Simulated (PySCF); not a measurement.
# SiCl under other conditions

Aim: change spin, charge, geometry, field or solvent of SiCl, one at a time, and compare with the base run.

The runs use PySCF 2.14.0; each script names its method and basis.

1 further run of the same task is left out (it didn't finish).

**1. The system as given**

SiCl: 2 atoms, charge 0, spin multiplicity 2.

Bond lengths: Si1–Cl2 1.877 Å.

**2. The base run**

Input file input.py:

```python
from pyscf import gto, scf

mol = gto.M(
    atom='Si 0 0 0; Cl 0 0 1.877',
    basis='jorge-dzp',
    charge=0,
    spin=1,
    verbose=4,
)
mf = scf.UHF(mol)
mf.kernel()
mf.dip_moment()
print('orbital energies (hartree):', [e[max(0, n-3):n+3].round(4) for e, n in zip(mf.mo_energy, mol.nelec)])
```

On the command line:

```sh
$ OMP_NUM_THREADS=1 python input.py
```

The log of this run is left out.

Base result: E(SCF) = -748.405816 Eh, 11 cycles, ⟨S²⟩ = 0.768, μ = 0.14 D.

The bond length is a typed value, not an optimised one.

**3. Lengths in bohr**

Run 1 changes length unit: angstrom → bohr; bond length: 1.877 Å → 1.877 bohr.

Input file input.py:

```python
from pyscf import gto, scf

mol = gto.M(
    atom='Si 0 0 0; Cl 0 0 1.877',
    basis='jorge-dzp',
    charge=0,
    spin=1,
    unit='bohr',
    verbose=4,
)
mf = scf.UHF(mol)
mf.kernel()
mf.dip_moment()
print('orbital energies (hartree):', [e[max(0, n-3):n+3].round(4) for e, n in zip(mf.mo_energy, mol.nelec)])
```

On the command line:

```sh
$ OMP_NUM_THREADS=1 python input.py
```

**4. Quartet**

Run 2 changes spin (2S): 1 → 3.

Edit input.py of step 2 so:

```diff
@@ -6,3 +6,3 @@
     charge=0,
-    spin=1,
+    spin=3,
     verbose=4,
```

**5. Charge +2**

Run 3 changes charge: 0 → 2.

Edit input.py of step 2 so:

```diff
@@ -5,3 +5,3 @@
     basis='jorge-dzp',
-    charge=0,
+    charge=2,
     spin=1,
```

**6. Bond 2.816 Å**

Run 4 changes bond length: 1.877 Å → 2.816 Å.

Edit input.py of step 2 so:

```diff
@@ -3,3 +3,3 @@
 mol = gto.M(
-    atom='Si 0 0 0; Cl 0 0 1.877',
+    atom='Si 0 0 0; Cl 0 0 2.816',
     basis='jorge-dzp',
```

**Question.** What will these runs give? Wanted: for each run, E(SCF); from base; gap, α spin; SCF dipole.

**Answer**, as computed:

```csv
run,E(SCF) (hartree),from base (eV),cycles,"gap, α spin (eV)",SCF dipole (D)
base,-748.405816,0,11,7.90,0.14
lengths in bohr (poor choice),-745.432231,not comparable,11,7.45,4.04
quartet,-748.331686,+2.0172,11,11.75,0.84
charge +2,-747.501522,+24.6071,13,13.83,n/a
bond 2.816 Å,-748.370739,+0.9545,15,8.32,6.69
```

What this shows: Of the runs whose energies can be compared, “quartet” moves the SCF energy most (+2.017 eV). The quartet solution found lies 2.02 eV above the base doublet at this geometry and level. Rows marked «poor choice» come from settings spoiled on purpose.
